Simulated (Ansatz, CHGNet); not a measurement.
Elastic constant C33 (GPa) of solids drawn from the class of oxides, at two levels: the machine-learned potential CHGNet-r²SCAN (trained on r²SCAN data), and PBE (plane waves, PAW; Ansatz, a program for electronic structure).

| solid | CHGNet-r²SCAN | PBE | shift (%) |
|---|---|---|---|
| rutile SnO2 | 297 | 377 | +27 |
| corundum (α-Al2O3) | 387 | 452 | +16.8 |
| rutile TiO2 | 384 | 473 | +23 |
| anatase TiO2 (metastable phase) | 176 | 190 | +8.0 |
| corundum Ga2O3 (metastable phase) | 250 | 323 | +29 |
| A-type hexagonal La2O3 | 124 | 129 | +4.0 |

The shifts run from +4.0 % to +29 %, with a median of +20.0 %.

Of 6 rows, PBE is the larger in 6 and the smaller in 0.

Ansatz's runs of these crystals have no spin polarisation.

Spin–orbit coupling is left out, also for the solids with elements from indium on (rutile SnO2, A-type hexagonal La2O3); its size isn't shown.

Each level is taken at its own relaxed cell. Ansatz's density-functional and Hartree–Fock values are scalar-relativistic unless marked +SOC, with PAW data made under PBE.
